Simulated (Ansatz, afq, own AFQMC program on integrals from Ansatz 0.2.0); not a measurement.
Integrals from Ansatz 0.2.0, then the random walk in our own AFQMC program (afq).

```yaml
crystal:
  periodic: [false, false, false]
  atoms:
    - {symbol: Cl, position_ang: [0.000000, 0.000000, 0.000000]}
    - {symbol: H, position_ang: [0.000000, 0.000000, 1.278800]}
basis:
  gaussian: {orbitals: cc-pVTZ}
total_charge: 1
magnetization: {spin_polarized: false, initial_magnetization: 1}
correlation: {method: ccsd_t, electrons: outside_noble_gas, hamiltonian_folder: ham}
```

```sh
$ ansatz run in.yaml --threads 1 --pin off --events-out ev --progress --plain --max-ram 1843MiB
```

Options of the walk:

```
--method phaseless --trial cisd --walkers 60 --populations 1 --least-time 40 --time-step 0.005 --steps-per-block 50 --equilibration-blocks 28 --max-blocks 300 --target-error 0.00032 --factor-cut 1e-05 --start spin_pure --seed 1484 --release-times 0.24,0.51,0.99,1.62,2.4 --release-step 0.03 --release-every 4 --taylor-order 6
```

Times are imaginary, in 1/Eh. The walk had a cap of 1404 s.

Log:

```
orbitals 43  electrons 4 3  factors 264 of 272
reference energy -459.67721422 Eh
CCSD correlation -0.19146059 Eh in 8 cycles, weight of the determinant in the CISD state 0.9282
energy of the start -459.868675 Eh
 block  time / (1/Eh)  mean weight  energy / Eh
     1     0.250  1.0010  -459.868475
     2     0.500  1.0003  -459.871962
     3     0.750  0.9992  -459.874708
     4     1.000  0.9998  -459.872873
     5     1.250  1.0022  -459.876808
     8     2.000  0.9992  -459.874162
    13     3.250  0.9992  -459.874495
    25     6.250  0.9985  -459.875406
    29     7.250  1.0003  -459.871096
    37     9.250  1.0014  -459.875808
    49    12.250  1.0019  -459.877515
    61    15.250  0.9999  -459.871609
    73    18.250  1.0002  -459.874166
    85    21.250  1.0015  -459.877445
    97    24.250  1.0037  -459.872990
   109    27.250  0.9995  -459.873999
   121    30.250  0.9997  -459.872984
   133    33.250  0.9999  -459.877067
   141    35.250  1.0039  -459.884269
   145    36.250  1.0003  -459.874299
   157    39.250  0.9977  -459.873137
   169    42.250  0.9995  -459.875460
   181    45.250  0.9994  -459.874211
   185    46.250  1.0006  -459.875142
blocks merged  error / Eh  count
     1  0.000186  160
     2  0.000225  80
     4  0.000259  40
     8  0.000288  20
    16  0.000326  10
released: time / (1/Eh)  energy / Eh  error  mean overlap
  0.24  -459.874872  0.000352  1.0003
  0.51  -459.875260  0.000325  0.9829
  0.99  -459.875311  0.000272  0.9818
  1.62  -459.875535  0.000330  0.9714
  2.40  -459.875739  0.000353  0.9556
energy -459.874661 +/- 0.000288 Eh
(rows thinned)
```

The run passed its tests (sampling time, drift between the halves within three errors, error under three times the target), which doesn't prove that it has relaxed.

Against this walk (error 7.8 meV) on the same determinant: CCSD(T) 3.2 meV higher (within the noise), CCSDT(Q) 20.4 meV lower. The error is statistical and leaves out the bias of the constraint. Released to 2.40 1/Eh the energy lies 29 ± 12 meV (both errors) below the phaseless value, which shows part or all of the bias of the constraint, and CCSDT(Q) lies 8.9 meV above the released value.

Cautions: constraint bias not in the error.

The walk took 6.1 min on 1 thread of Arm Neoverse V1, with other jobs on the host. The log's last line is the phaseless energy.

CCSDT and higher add their correlation energy to the determinant of the CCSD(T) run, since their own runs factorise the integrals more tightly (a shift of under 2 meV). A walk keeps the symmetry of its determinant, which the program's search chose and which needn't be the lowest solution, so a lower state of the same spin and another symmetry isn't excluded.
